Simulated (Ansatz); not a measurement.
# CH4AlCl: small, medium and large basis sets

Aim: see how fast density functionals and correlated methods converge with the basis set for CH4AlCl.

Method: one geometry, several basis sets; program: Ansatz 0.2.0, Gaussian basis.

The runs, in order: PBE0-D4/def2-SVP; ωB97M-V/def2-SVP; PBE0-D4/def2-QZVPP; ωB97M-V/def2-QZVPP; CCSD(T)/cc-pV(D+d)Z; CCSD(T)/cc-pV(T+d)Z; CCSD(T)/cc-pV(Q+d)Z; the functionals' def2-TZVPP values are taken from earlier runs.

## (1) The geometry

All runs share one geometry, relaxed beforehand with PBE0-D4 in a triple-zeta def2 set.

SMILES `[CH3][AlH][Cl]`, 7 atoms, charge 0, spin multiplicity 1.

Atoms are counted from 1 here; the program's logs count them from 0.

Bond lengths: C1–Al2 1.938 Å, C1–H4 1.095 Å, C1–H5 1.091 Å, C1–H6 1.095 Å, Al2–Cl3 2.105 Å, Al2–H7 1.579 Å. Angles: Al2–C1–H4 110.5°, Al2–C1–H5 112.6°, Al2–C1–H6 110.6°, H4–C1–H5 108.2°, H4–C1–H6 106.5°, H5–C1–H6 108.2°, C1–Al2–Cl3 119.4°, C1–Al2–H7 124.6°, Cl3–Al2–H7 116.1°.

## (2) PBE0-D4 in def2-SVP

File in.yaml:

```yaml
crystal:
  periodic: [false, false, false]
  atoms:
    - {symbol: C, position_ang: [-0.712193, 0.523037, -0.285539]}
    - {symbol: Al, position_ang: [0.857129, -0.506653, 0.197563]}
    - {symbol: Cl, position_ang: [0.695712, -2.008132, 1.663909]}
    - {symbol: H, position_ang: [-0.538844, 1.590278, -0.112359]}
    - {symbol: H, position_ang: [-1.598412, 0.225680, 0.277738]}
    - {symbol: H, position_ang: [-0.932144, 0.413779, -1.352526]}
    - {symbol: H, position_ang: [2.289851, -0.305990, -0.434588]}
basis:
  gaussian: {orbitals: def2-SVP}
hamiltonian: {xc: pbe0, dispersion: d4}
output: {orbitals: {seedname: orbitals}}
```

Command:

```
> ansatz run in.yaml --threads 2 --pin off --events-out ev --progress --plain --max-ram 32768MiB --backend cpu
```

The runs that follow: ωB97M-V in def2-SVP; PBE0-D4 in def2-QZVPP; ωB97M-V in def2-QZVPP; CCSD(T) in cc-pV(D+d)Z; CCSD(T) in cc-pV(T+d)Z; CCSD(T) in cc-pV(Q+d)Z.

**Question.** What will the summary of the whole plan be? Wanted: MP2 correlation recovered, cc-pV(D+d)Z; MP2 correlation recovered, cc-pV(T+d)Z; MP2 correlation recovered, cc-pV(Q+d)Z; CCSD(T) limit from def2 sets; PBE0-D4: double and triple zeta above quadruple; ωB97M-V: double and triple zeta above quadruple.

As calculated:

```
                                                                 quantity          value
                                   MP2 correlation recovered, cc-pV(D+d)Z         68.2 %
                                   MP2 correlation recovered, cc-pV(T+d)Z         87.7 %
                                   MP2 correlation recovered, cc-pV(Q+d)Z         94.9 %
CCSD(T) limit from def2 sets (earlier runs) less the limit of this series        -92 meV
                          PBE0-D4: double and triple zeta above quadruple  8.51, 0.64 eV
                          ωB97M-V: double and triple zeta above quadruple  8.53, 0.62 eV
```

What this shows: PBE0-D4 gains 7.87 eV from double to triple zeta, then 0.64 eV more. In cc-pV(D+d)Z MP2 holds 68 % of its limit, in cc-pV(Q+d)Z 95 %, while Hartree-Fock is within 0.072 eV in the largest set. A limit from the def2 sets, made apart, differs by 92 meV, a least measure of the doubt on such a limit. Total energies overstate the basis error of differences, where much of it tends to cancel.
